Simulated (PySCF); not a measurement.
Work out the structure from these simulated measurements.

Formula: C2H2O2.

| Item | Value |
| --- | --- |
| Triplet | lowest triplet excitation (Tamm–Dancoff): 2.60 eV [TDA CAM-B3LYP/def2-SVPD] |
| NMR, other nuclei | isotropic shieldings of nuclei other than C and H, by class: -165 (1 O), 358 (1 O) ppm [GIAO CAM-B3LYP/pcSseg-2] |
| UV, first state | lowest singlet excitation: 3.01 eV (412 nm, f = 0.000) [TDDFT CAM-B3LYP/def2-SVPD] |
| Rotational structure | rotational constants A, B, C: 51.374, 4.639, 4.308 GHz [PBE0-D3(BJ)/def2-SVP] |
| Dipole | 2.15 D [CAM-B3LYP/def2-SVPD] |
| UV, strongest line | among the 10 lowest singlet transitions: S6 at 7.66 eV (162 nm, f = 0.184) [TDDFT CAM-B3LYP/def2-SVPD] |
| 13C NMR | chemical shifts (computed TMS as zero) by class: 241.5 (1 C), 72.7 (1 C) ppm [GIAO CAM-B3LYP/pcSseg-2] |
| Couplings | largest of the computed one-bond spin–spin couplings (means over like bonds): 13C–1H +208.1, 13C–13C +140.7, 17O–1H -65.3, 17O–13C +26.8, 17O–13C +20.5 Hz [B3LYP/pcJ-1] |
| Polarisability | 32.6 au [CAM-B3LYP/def2-SVPD] |

The electronic properties come from PySCF, for the isolated species, density fitting. Levels stand in brackets. Geometry: PBE0-D3(BJ)/def2-SVP, one conformer, isolated molecule. Each NMR value is the plain mean over a class of atoms that symmetry, rotation or inversion makes alike.

Question: What is the compound? Reason from the data.

Answer: Numbering: `[O:1]=[C:2]=[CH:3][OH:4]`. Its formula, C2H2O2, gives 2 degrees of unsaturation: 0 rings and 2 π bonds in the structure found. 2 carbons fall into 2 classes; from least to most shielded: central carbon of a ketene [C2] (241.5 ppm), outer carbon of cumulated double bonds [C3] (72.7 ppm). The other shieldings belong to: -165 ppm, oxygen bonded to C [O1]; 358 ppm, enol oxygen [O4]. The couplings run between: +208.1 Hz, outer carbon of cumulated double bonds [C3] and its hydrogen; +140.7 Hz, central carbon of a ketene [C2] and outer carbon of cumulated double bonds [C3]; -65.3 Hz, enol oxygen [O4] and its hydrogen; +26.8 Hz, oxygen bonded to C [O1] and central carbon of a ketene [C2]; +20.5 Hz, enol oxygen [O4] and outer carbon of cumulated double bonds [C3]. S1 is mainly HOMO→LUMO (weight 0.96); the largest Löwdin shares of the orbital it empties are 0.37 on the outer carbon of cumulated double bonds, 0.22 on the central carbon of a ketene, 0.21 on the oxygen bonded to C and 0.14 on the enol oxygen, of the orbital it fills 0.36 on the central carbon of a ketene, 0.29 on the oxygen bonded to C, 0.15 on the outer carbon of cumulated double bonds and 0.11 on the enol oxygen. By its constants the optimised geometry is an asymmetric top. Structure: hydroxyketene, `C(=O)=CO`. Computed isomers that give other values at the same levels: `O=CC=O` (rotational constant A: 56.065 GHz; this holds for the one conformer computed). The assignments are read from this structure; whether some other isomer fits the data as well wasn't checked.

The values belong to the conformer `[O:1]=[C:2]=[CH:3][OH:4]`: H–O4–C3–C2 -106°.
